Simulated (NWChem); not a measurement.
The numbers come from NWChem runs, not from measurements. System: Si2, charge 0, spin multiplicity 3, at a geometry optimised with UPBE0/def2-SVP. The structure started from a generated list of species. Its SCF solution wasn't tested for a lower state. Level: ROCR-CCSD(T)/def2-TZVP, 10 core orbitals frozen.

Output (cleaned and shortened):

```
             Northwest Computational Chemistry Package (NWChem) 7.3.0
             --------------------------------------------------------

                                NWChem Input Module
                                -------------------

 Scaling coordinates for geometry "geometry" by  1.889725989
 (inverse scale =  0.529177249)

 Turning off AUTOSYM since
 SYMMETRY directive was detected!

                             Geometry "geometry" -> ""
                             -------------------------

 Output coordinates in angstroms (scale by  1.889725989 to convert to a.u.)

  No.       Tag          Charge          X              Y              Z
 ---- ---------------- ---------- -------------- -------------- --------------
    1 Si                  14.0000     0.00000000     0.00000000     1.07663500
    2 Si                  14.0000     0.00000000     0.00000000    -1.07663500

 Effective nuclear repulsion energy (a.u.)      48.1680146029

            Nuclear Dipole moment (a.u.)
            ----------------------------
        X                 Y               Z
 ---------------- ---------------- ----------------
     0.0000000000     0.0000000000     0.0000000000

      Symmetry information
      --------------------

 Group name             D2h
 Group number             26
 Group order               8
 No. of unique centers     1

      Symmetry unique atoms

     1


 Summary of "ao basis" -> "" (spherical)
 ------------------------------------------------------------------------------
       Tag                 Description            Shells   Functions and Types
 ---------------- ------------------------------  ------  ---------------------
 *                         def2-tzvp                  on all atoms

 Summary of "ao basis" -> "ao basis" (spherical)
 ------------------------------------------------------------------------------
       Tag                 Description            Shells   Functions and Types
 ---------------- ------------------------------  ------  ---------------------
 Si                        def2-tzvp                13       37   5s5p2d1f

                                 NWChem SCF Module
                                 -----------------

  ao basis        = "ao basis"
  functions       =    74
  atoms           =     2
  closed shells   =    13
  open shells     =     2
  charge          =   0.00
  wavefunction    = ROHF
  use symmetry    = T
  symmetry adapt  = T

 Summary of "ao basis" -> "ao basis" (spherical)
 ------------------------------------------------------------------------------
       Tag                 Description            Shells   Functions and Types
 ---------------- ------------------------------  ------  ---------------------
 Si                        def2-tzvp                13       37   5s5p2d1f

      Symmetry analysis of basis
      --------------------------

        ag         16
        au          3
        b1g         3
        b1u        16
        b2g         9
        b2u         9
        b3g         9
        b3u         9

 Forming initial guess at       0.0s

 Swapping ROHF orbitals    13   15

      Symmetry analysis of molecular orbitals - initial
      -------------------------------------------------

  Numbering of irreducible representations:

     1 ag          2 au          3 b1g         4 b1u         5 b2g
     6 b2u         7 b3g         8 b3u

  Orbital symmetries:

     1 b1u         2 ag          3 ag          4 b1u         5 b2u
     6 b3g         7 ag          8 b1u         9 b3u        10 b2g
    11 ag         12 b1u        13 b3u        14 b2u        15 ag
    16 b3g        17 b2g        18 b1u        19 ag         20 b2u
    21 b3u        22 b1g        23 ag         24 b1u        25 ag

 Starting SCF solution at       0.0s

 ----------------------------------------------
         Quadratically convergent ROHF

 Convergence threshold     :          1.000E-07
 Maximum no. of iterations :          100
 Final Fock-matrix accuracy:          1.000E-09
 ----------------------------------------------

              iter       energy          gnorm     gmax       time
             ----- ------------------- --------- --------- --------
[...]
    19      0.229110  1 Si py                56      0.229110  2 Si py

 Vector   16  Occ=0.000000D+00  E= 4.289920D-02  Symmetry=b2g
              MO Center= -3.5D-18, -1.1D-19, -3.4D-17, r^2= 5.5D+00
   Bfn.  Coefficient  Atom+Function         Bfn.  Coefficient  Atom+Function
  ----- ------------  ---------------      ----- ------------  ---------------
    18      0.690777  1 Si px                55     -0.690777  2 Si px
    15      0.238270  1 Si px                52     -0.238270  2 Si px

 Vector   17  Occ=0.000000D+00  E= 5.180116D-02  Symmetry=b3g
              MO Center= -1.7D-19,  6.2D-18, -4.8D-16, r^2= 5.6D+00
   Bfn.  Coefficient  Atom+Function         Bfn.  Coefficient  Atom+Function
  ----- ------------  ---------------      ----- ------------  ---------------
    19      0.726301  1 Si py                56     -0.726301  2 Si py
    16      0.219897  1 Si py                53     -0.219897  2 Si py

 Vector   18  Occ=0.000000D+00  E= 1.296178D-01  Symmetry=b1u
              MO Center= -1.4D-18,  5.2D-21, -3.0D-15, r^2= 1.2D+01
   Bfn.  Coefficient  Atom+Function         Bfn.  Coefficient  Atom+Function
  ----- ------------  ---------------      ----- ------------  ---------------
     5      3.710212  1 Si s                 42     -3.710212  2 Si s
    20     -2.504321  1 Si pz                57     -2.504321  2 Si pz
    17     -0.551216  1 Si pz                54     -0.551216  2 Si pz
    28      0.478052  1 Si d  0              65     -0.478052  2 Si d  0

 center of mass
 --------------
 x =   0.00000000 y =   0.00000000 z =   0.00000000

 moments of inertia (a.u.)
 ------------------
         231.613949117161           0.000000000000           0.000000000000
           0.000000000000         231.613949117161           0.000000000000
           0.000000000000           0.000000000000           0.000000000000

  Mulliken analysis of the total density
  --------------------------------------

    Atom       Charge   Shell Charges
 -----------   ------   -------------------------------------------------------
    1 Si  14    14.00   2.00  0.59  1.38  1.09  0.74  4.10  1.74  0.41  1.11  0.72  0.03  0.07  0.01
    2 Si  14    14.00   2.00  0.59  1.38  1.09  0.74  4.10  1.74  0.41  1.11  0.72  0.03  0.07  0.01

 Mulliken analysis of the open-shell density
 -------------------------------------------

    Atom       Charge   Shell Charges
 -----------   ------   -------------------------------------------------------
    1 Si  14     1.00   0.00  0.00 -0.00  0.01  0.04  0.02 -0.01  0.11  0.54  0.26  0.01  0.02  0.00
    2 Si  14     1.00   0.00  0.00 -0.00  0.01  0.04  0.02 -0.01  0.11  0.54  0.26  0.01  0.02  0.00

       Multipole analysis of the density wrt the origin
       ------------------------------------------------

     L   x y z        total         open         nuclear
     -   - - -        -----         ----         -------
     0   0 0 0     -0.000000     -2.000000     28.000000

     1   1 0 0      0.000000      0.000000      0.000000
     1   0 1 0      0.000000      0.000000      0.000000
     1   0 0 1     -0.000000      0.000000      0.000000

     2   2 0 0    -23.052511     -3.166382      0.000000
     2   1 1 0      0.000000      0.000000      0.000000
     2   1 0 1     -0.000000     -0.000000      0.000000
     2   0 2 0    -19.389710     -6.701410      0.000000
     2   0 1 1      0.000000     -0.000000      0.000000
     2   0 0 2    -18.255515    -14.308114    115.902470

                   NWChem Extensible Many-Electron Theory Module
                   ---------------------------------------------


            General Information
            -------------------
      Number of processors :     1
         Wavefunction type : Restricted open-shell Hartree-Fock
          No. of electrons :    28
           Alpha electrons :    15
            Beta electrons :    13
           No. of orbitals :   148
            Alpha orbitals :    74
             Beta orbitals :    74
        Alpha frozen cores :    10
         Beta frozen cores :    10
     Alpha frozen virtuals :     0
      Beta frozen virtuals :     0
         Spin multiplicity : triplet
    Number of AO functions :    74
       Number of AO shells :    26
        Use of symmetry is : on
      Symmetry adaption is : on
         Schwarz screening : 0.10D-09

          Correlation Information
          -----------------------
          Calculation type : Coupled-cluster singles & doubles w/ perturbation
   Perturbative correction : Completely renormalized (T)
            Max iterations :      100
        Residual threshold : 0.10D-05
     T(0) DIIS level shift : 0.00D+00
     L(0) DIIS level shift : 0.00D+00
     T(1) DIIS level shift : 0.00D+00
     L(1) DIIS level shift : 0.00D+00
     T(R) DIIS level shift : 0.00D+00
     T(I) DIIS level shift : 0.00D+00
   CC-T/L Amplitude update :  5-th order DIIS
                I/O scheme : Global Array Library
        L-threshold :  0.10D-05
        EOM-threshold :  0.10D-05
 no EOMCCSD initial starts read in
 TCE RESTART OPTIONS
 SLICE:      F
 D4D5:       F
 quantumc:   F
 qrotation:  F
 pwtce:      F
 qducc:      F
 nacto:                         0
 nrotv:                         0
 nrot:                          0

            Memory Information
            ------------------
          Available GA space size is     249025848 doubles
          Available MA space size is     104852804 doubles

 Maximum block size supplied by input
 Maximum block size        24 doubles

 tile_dim =     12

 -------------------------------------------------

 Global array virtual files algorithm will be used

 Parallel file system coherency ......... OK

 4-electron integrals stored in orbital form

 v2    file size   =           456994
 4-index algorithm nr.  13 is used
 imaxsize =       30
 imaxsize ichop =        0


CCSD iterations
 ---------------------------------------------------------
 Iter          Residuum       Correlation     Cpu    Wall
 ---------------------------------------------------------
    1   0.1122125091574  -0.1980357442777     0.4     0.4
    2   0.0346963365997  -0.1952367631829     0.4     0.4
    3   0.0163195903366  -0.2051710813978     0.4     0.4
    4   0.0073651053778  -0.2039673742868     0.4     0.4
    5   0.0038827693557  -0.2056538652427     0.4     0.4
    6   0.0012664205581  -0.2056420473237     0.4     0.4
    7   0.0005554425109  -0.2057514017326     0.4     0.4
    8   0.0003062364270  -0.2057482929628     0.4     0.4
    9   0.0001755678137  -0.2057590034667     0.4     0.4
   10   0.0001028075349  -0.2057637304488     0.4     0.4
   11   0.0000170964593  -0.2057709772669     0.4     0.4
   12   0.0000063558910  -0.2057719974289     0.4     0.4
   13   0.0000030454134  -0.2057728036517     0.4     0.4
   14   0.0000016229334  -0.2057728565696     0.4     0.4
   15   0.0000008655383  -0.2057729914819     0.4     0.4
 -----------------------------------------------------------------
 Iterations converged
 CCSD correlation energy / hartree =        -0.205772991481907
 CCSD total energy / hartree       =      -577.947722212535609

 Singles contributions

 Doubles contributions
    16b2g (alpha)    16b2g (beta ) ---    13b3u (alpha)    13b3u (beta )       -0.1231111607
 CR-CCSD(T)

 CR-CCSD[T]  correction energy / hartree =        -0.013323363213152
 CR-CCSD[T] correlation energy / hartree =        -0.219096354695059
 CR-CCSD[T] total energy / hartree       =      -577.961045575748813
 CR-CCSD(T)  correction energy / hartree =        -0.013042991601997
 CR-CCSD(T) correlation energy / hartree =        -0.218815983083904
 CR-CCSD(T) total energy / hartree       =      -577.960765204137601

 Task  times  cpu:       13.5s     wall:       13.5s

 Total times  cpu:       13.6s     wall:       13.6s
```

**Question.** Write an NWChem input that would produce this output.

**Answer.** Several could match; the one computed here: 
```
start mol
memory heap 100 mb stack 700 mb global 1900 mb
geometry units angstroms nocenter noautoz
  Si     0.000000     0.000000     1.076635
  Si     0.000000     0.000000    -1.076635
  symmetry group D2h
end
basis spherical
  * library def2-tzvp
end
scf
  rohf
  nopen 2
  maxiter 100
  thresh 1e-7
  semidirect memsize 60000000 filesize 0
  # guess.movecs holds the orbitals of an unrestricted PBE0 run
  vectors input guess.movecs swap 13 15 output mol.movecs
end
tce
  freeze core 10
  cr-ccsd(t)
  2eorb
  2emet 13
  thresh 1e-6
  maxiter 100
  tilesize 24
end
task tce energy
```
